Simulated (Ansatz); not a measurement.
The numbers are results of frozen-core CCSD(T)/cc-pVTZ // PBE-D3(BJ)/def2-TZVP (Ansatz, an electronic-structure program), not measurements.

Ansatz 0.2 input:
```yaml
crystal:
  periodic: [false, false, false]
  atoms:
    - { symbol: C, position_ang: [-0.025331, 0.362139, 0.0] }
    - { symbol: O, position_ang: [1.036378, -0.158115, -0.000003] }
    - { symbol: H, position_ang: [-1.011047, -0.204024, 0.000004] }
basis:
  gaussian: { orbitals: cc-pVTZ }
correlation:
  method: ccsd_t
magnetization:
  spin_polarized: true
  initial_magnetization: 1
```

Output:

```
Functional definition: HF
440 factors; integrals over basis functions are off by at most 8.8e-4 eV
mean field evaluation 1: about -3081.1550 eV, gradient 2.0e1 eV
mean field evaluation 2: about -3081.1570 eV, gradient 2.0e1 eV
mean field evaluation 4: about -3082.7601 eV, gradient 2.2e0 eV
mean field evaluation 8: about -3082.8172 eV, gradient 5.3e-2 eV
mean field evaluation 16: about -3082.7574 eV, gradient 2.2e0 eV
mean field evaluation 32: about -3080.4153 eV, gradient 1.0e0 eV
mean field evaluation 64: about -3080.2309 eV, gradient 2.3e-1 eV
mean field -3082.81731953 eV, -113.2914468841 hartree, gradient 2.1e-6 eV, S^2 0.765970; 2 other end points of the search recorded, 0 dependent functions left out
2 core orbitals not correlated
reference -3082.81731953 eV, -113.2914468841 hartree; 6, 5 occupied and 66, 67 virtual orbitals, 440 factors
second order -10.03125372 eV of doubles, -0.00000000 eV of singles
cycle   1  -9.78423461 eV  change    2.5e-1 eV  update   9.5e-2
cycle   2  -10.12562042 eV  change   -3.4e-1 eV  update   3.1e-2
cycle   3  -10.22331973 eV  change   -9.8e-2 eV  update   1.9e-2
cycle   4  -10.21293365 eV  change    1.0e-2 eV  update   5.6e-3
cycle   5  -10.21367835 eV  change   -7.4e-4 eV  update   3.0e-3
cycle   6  -10.21430771 eV  change   -6.3e-4 eV  update   1.2e-3
cycle   7  -10.21426461 eV  change    4.3e-5 eV  update   4.8e-4
cycle   8  -10.21441569 eV  change   -1.5e-4 eV  update   1.8e-4
cycle   9  -10.21438491 eV  change    3.1e-5 eV  update   5.3e-5
cycle  10  -10.21436556 eV  change    1.9e-5 eV  update   1.8e-5
cycle  11  -10.21438189 eV  change   -1.6e-5 eV  update   7.0e-6
cycle  12  -10.21437897 eV  change    2.9e-6 eV  update   3.2e-6
perturbative correction -0.46756033 eV, -0.0171825251 hartree
Total energy: -3093.49925883 eV, -113.6840009130 hartree
```

Cost: around 8 core-seconds (rough).
